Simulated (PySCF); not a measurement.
# C3H5ClO (alpha-epichlorohydrin): the cost of one run

Programs: PySCF 2.14.0, with density-fitted response routines of our own. Each step states its level of theory. These are calculated values for one molecule, in the gas phase or a continuum, unless marked as measured. Atoms count from 0, in the outputs and in this text.

## (1) The molecule as given

10 atoms, charge 0, multiplicity 1; geometry from: GFN2-xTB. The atoms were then displaced at random by about 0.01 Å, so the start is not that level's minimum.

Bonds of the start (Å): Cl0–C1 1.79, C1–C2 1.52, C2–C3 1.43, C3–O4 1.41, O4–C2 1.38, C1–H5 1.08, C1–H6 1.10, C2–H7 1.09, C3–H8 1.12, C3–H9 1.09.

## (2) Optimising the geometry at PBE0-D3(BJ)/def2-TZVP

The job: settings as JSON, then the geometry in Å.

```
{"job": {"xc": "PBE0", "basis": "def2-TZVP", "d3": "d3bj", "grid": 2, "shake": 0.01, "kind": "geom"}, "charge": 0, "multiplicity": 1}
Cl     2.148500     0.439190     1.026870
C      1.160190    -0.225930    -0.315500
C     -0.215920     0.420430    -0.344900
C     -1.248590    -0.096550     0.493650
O     -1.239990    -0.333360    -0.892560
H      1.077600    -1.290690    -0.150800
H      1.719770    -0.029860    -1.237190
H     -0.184690     1.486000    -0.593480
H     -2.063010     0.576950     0.859430
H     -1.103420    -0.967110     1.133430
```

Command:

```bash
> OMP_NUM_THREADS=1 python probes_run.py task.json out
```

One launch serves the whole session: the jobs run in the order shown.

**Question.** How long does this first job take on 1 thread of Arm Neoverse V1, shared host, and how much memory does it need?

About 2.2 min, with a peak of 0.84 GiB.
